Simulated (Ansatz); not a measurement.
## CNP, triplet: reading a ladder of total energies

Geometry: that of the CNP, singlet, kept fixed.

| atom | x (Å) | y (Å) | z (Å) |
| --- | --- | --- | --- |
| C | 0.0000 | 0.0000 | -1.3389 |
| N | 0.0000 | 0.0000 | -0.1433 |
| P | 0.0000 | 0.0000 | 1.4822 |

Basis cc-pVDZ; Ansatz 0.2.0. Correlated methods freeze the noble-gas cores, which leaves 14 electrons in 39 orbitals. Prefix R: restricted or restricted open-shell reference; prefix U: unrestricted.

Full CI isn't at hand for all of this; UCCSDT(Q) serves as the reference, and is uncertain by the last step of the cluster series or more.

UCCSD has a T1 diagnostic of 0.025 and a largest doubles amplitude of 0.06.

Runs differ by some tens of microhartree through their thresholds and, for an open shell, their frozen cores, so steps under 0.03 kcal/mol mean nothing.

```
    level  total energy (hartree)
      UHF             -433.011229
     UMP2             -433.341676
    UCCSD             -433.370373
 UCCSD(T)             -433.385500
   UCCSDT             -433.386590
UCCSDT(Q)             -433.387984
```

Question: What is the correlation energy at UCCSDT(Q), and what share of it do UMP2 and UCCSD(T) recover?

Answer: E(corr) = -433.387984 − (-433.011229) = -0.376755 hartree = -10.252 eV. UMP2: -0.330447 / -0.376755 = 87.71 %. UCCSD(T): -0.374271 / -0.376755 = 99.34 %.

Question: By how many kcal/mol does UCCSD(T) miss UCCSDT(Q) (1 hartree = 627.509 kcal/mol), and which steps make up the rest?

Answer: -433.385500 − (-433.387984) = 0.002484 hartree = 1.56 kcal/mol. Steps: UCCSDT − UCCSD(T) = -0.68, UCCSDT(Q) − UCCSDT = -0.87 kcal/mol. Differences between like states or geometries often cancel part of this.
